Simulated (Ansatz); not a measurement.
Calculated with Ansatz (gas phase, PBE0-D4/def2-TZVP geometries, no zero-point term in ΔE). CBS: MP2 limit from def2 TZ/QZ plus the TZ coupled-cluster correction, frozen cores. This one scheme is used for every species. DFT in def2-TZVPP. B3LYP here is the variant with VWN-RPA as its local correlation; programs differ in this. Each species was taken in one conformer, which may not be the lowest.

`CN1CSC1O` + H₂ → `CN1CSC1` + H₂O  (hydrogenolysis of a C–O bond)

`CN1CSC1O`:

```xyz
13

C     0.750   -1.010   -0.809
N    -0.078   -0.326    0.152
C     0.560    0.226    1.335
S    -0.574    1.651    1.358
C    -0.794    0.847   -0.296
O    -2.067    0.620   -0.749
H     1.160   -1.919   -0.363
H     1.588   -0.392   -1.170
H     0.139   -1.303   -1.665
H     1.597    0.545    1.167
H     0.510   -0.416    2.217
H    -0.291    1.423   -1.082
H    -2.500    0.056   -0.095
```

H₂:

```xyz
2

H    -0.288   -0.097    0.216
H     0.288    0.097   -0.216
```

`CN1CSC1`:

```xyz
12

C     0.497    0.975    0.869
N    -0.017    0.373   -0.331
C    -1.315   -0.277   -0.232
S    -0.803   -1.590   -1.393
C     0.732   -0.750   -0.872
H     1.482    1.404    0.672
H     0.591    0.258    1.704
H    -0.162    1.787    1.185
H    -2.156    0.331   -0.573
H    -1.530   -0.684    0.767
H     1.270   -1.332   -0.108
H     1.412   -0.495   -1.688
```

H₂O:

Z-matrix (Å, degrees):
```
O
H 1 0.960
H 1 0.960 2 105.1
```

CCSD(T)/CBS gives -51.0 kJ/mol.

Problem. Another level gave -41.5 kJ/mol. Which?
A. B3LYP-D4/def2-TZVPP
B. CCSD/def2-TZVPP
C. B2PLYP/def2-TZVPP
D. r2SCAN/def2-TZVPP

Solution. A. B3LYP-D4 -41.5, B2PLYP -47.1, CCSD/def2-TZVPP -53.1, r2SCAN -36.0 kJ/mol.

Largest T1 diagnostic among the species: 0.012.

In def2-TZVPP, CCSD(T) changes the Hartree–Fock value by +14.8 kJ/mol (the triples alone add +5.8 kJ/mol) and MP2 by +14.9 kJ/mol. The D4 term adds +6.1 kJ/mol with B3LYP and +3.4 kJ/mol with PBE0; it sums over pairs of atoms, weighted by their polarisabilities, and B3LYP, whose exchange is more repulsive, gets the larger term.
